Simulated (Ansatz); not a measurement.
The same path of FH3Si (5 atoms, charge 0, multiplicity 1) was run twice with different band settings. Lost on the way: Si1–H2, Si1–H3. Made: H2–H3.

Computed with Ansatz 0.2.0, RKS PBE-D4/def2-mTZVP.

Relaxed end points:

```xyz
5
Properties=species:S:1:pos:R:3
Si 0.248 -0.011 0.175
H 0.236 0.008 1.668
H 1.652 0.008 -0.333
F -0.518 1.318 -0.366
H -0.472 -1.216 -0.334
```

```xyz
5
Properties=species:S:1:pos:R:3
Si 0.083 -0.014 -0.898
H 1.040 -0.241 1.369
H 1.513 0.070 0.851
F -0.780 1.324 -0.480
H -0.710 -1.032 -0.031
```

Common settings: movable images 5; climbing image yes; spring 5.0 eV/Å²; start path through a guess of the saddle point; force threshold 0.05 eV/Å; iteration limit 60; end points relaxed.

| run | optimiser | largest step |
| --- | --- | --- |
| 1 | quadratic models (default) | default |
| 2 | lbfgs | 0.02 Å |

Q: What does each run give, and how far can it be trusted?

A: Run 1: converged after 10 iterations, highest image 2.706 eV above the first end. A vibrational analysis at the climbing image gives one clearly imaginary mode, 1099i cm⁻¹: a first-order saddle point.
Run 2: converged after 55 iterations, highest image 2.709 eV above the first end. The order of the stationary point at the top wasn't checked.
The orbitals stay closed-shell, which can raise the energy where a bond breaks towards radicals; this wasn't checked here.
